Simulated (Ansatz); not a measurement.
# BH₃O: a ladder of functionals and wavefunction methods

Aim: compute BH₃O with functionals from several rungs and with coupled cluster, and see how far each lands from CCSD(T) at the basis-set limit for the atomisation energy.

Computed with Ansatz 0.2.0, Gaussian basis. Level: functionals in def2-TZVPP, the program's frozen cores in correlated methods.

The runs, in order: LDA (SPW92), PBE-D4, revPBE-D4, BLYP-D4, r2SCAN-D4, B97M-V, PBE0-D4, B3LYP-D4, r2SCANh-D4, r2SCAN0-D4, HSE06-D4, BHLYP-D4, CAM-B3LYP-D4, LC-ωPBE, ωB97X-V, ωB97M-V, B2PLYP, PBE-QIDH; CCSD(T)/def2-SVP; CCSD(T)/def2-TZVPP; CCSD(T)/def2-QZVPP; extrapolation to the limit; RPA on PBE.

1 further run of the same task is left out (it didn't finish).

**1. The relaxed structure**

The geometry comes from an earlier relaxation with PBE0-D4 in a triple-zeta def2 set; it is a stationary point.

SMILES `BO`, 5 atoms, charge 0, spin multiplicity 1.

Atoms are counted from 1 here; the program's logs count them from 0.

Bond lengths: B1–O2 1.348 Å, B1–H3 1.196 Å, B1–H4 1.202 Å, O2–H5 0.961 Å. Angles: O2–B1–H3 116.8°, O2–B1–H4 120.7°, H3–B1–H4 122.5°, B1–O2–H5 113.5°.

**2. LDA**

This LDA is Slater exchange with PW92 correlation.

Contents of in.yaml:

```yaml
crystal:
  periodic: [false, false, false]
  atoms:
    - {symbol: B, position_ang: [-0.226553, -0.352828, 0.074736]}
    - {symbol: O, position_ang: [0.413452, 0.801776, 0.345859]}
    - {symbol: H, position_ang: [-0.820338, -0.865465, 0.977791]}
    - {symbol: H, position_ang: [-0.190617, -0.828933, -1.028104]}
    - {symbol: H, position_ang: [0.873957, 1.171750, -0.411682]}
basis:
  gaussian: {orbitals: def2-TZVPP}
hamiltonian: {xc: lda}
output: {orbitals: {seedname: orbitals}}
```

Further steps of the session: PBE-D4 (GGA); revPBE-D4 (GGA); BLYP-D4 (GGA); r2SCAN-D4 (meta-GGA); B97M-V (meta-GGA); PBE0-D4 (hybrid); B3LYP-D4 (hybrid); r2SCANh-D4 (hybrid); r2SCAN0-D4 (hybrid); HSE06-D4 (hybrid); BHLYP-D4 (hybrid); CAM-B3LYP-D4 (range-separated); LC-ωPBE-D4 (range-separated); ωB97X-V (range-separated); ωB97M-V (range-separated); B2PLYP (double hybrid); PBE-QIDH (double hybrid); CCSD(T) in def2-SVP; CCSD(T) in def2-TZVPP; CCSD(T) in def2-QZVPP; RPA on PBE orbitals.

Q: Predict the results of all the runs planned. Wanted: atomisation energy, CCSD(T)/CBS; farthest beyond LDA; mean size of error, GGA; mean size of error, meta-GGA; mean size of error, hybrid; mean size of error, range-separated; mean size of error, double hybrid; gap, smallest and largest; T1 diagnostic.

**Answer**, as computed:

```
                               quantity                                                            value
        atomisation energy, CCSD(T)/CBS                                                   434.5 kcal/mol
functionals within 2.2 kcal/mol (0.5 %)  B97M-V, PBE0-D4, r2SCANh-D4, HSE06-D4, LC-ωPBE, ωB97X-V, B2PLYP
                    farthest beyond LDA                                         BHLYP-D4 (-9.7 kcal/mol)
                mean size of error, GGA                                                     4.4 kcal/mol
           mean size of error, meta-GGA                                                     1.7 kcal/mol
             mean size of error, hybrid                                                     3.5 kcal/mol
    mean size of error, range-separated                                                     2.5 kcal/mol
      mean size of error, double hybrid                                                     2.0 kcal/mol
              gap, smallest and largest                        5.67 eV (LDA (SPW92)), 13.61 eV (LC-ωPBE)
                          T1 diagnostic                                                           0.0138
triples share of the correlation energy                                                            3.1 %
```

**Reading.** LDA overbinds by 57.4 kcal/mol (13 %). PBE-D4 is off by +5.9 kcal/mol. Double hybrids carry the basis error of their MP2 part in triple zeta, and no dispersion term here, so their miss is partly the set-up's. The rungs meta-GGA, double hybrid miss on average by less than the doubt on the reference (2.2 kcal/mol), so they tie. Misses under about 2.2 kcal/mol are within the doubt on the reference itself, which lacks core-valence correlation, relativity and higher excitations. Hartree-Fock recovers 76 % of the binding; the rest is correlation. CCSD(T) in def2-SVP is off by -18.7 kcal/mol, which most functionals beat. Orbital gaps span 5.7 to 13.6 eV; exact exchange widens them.
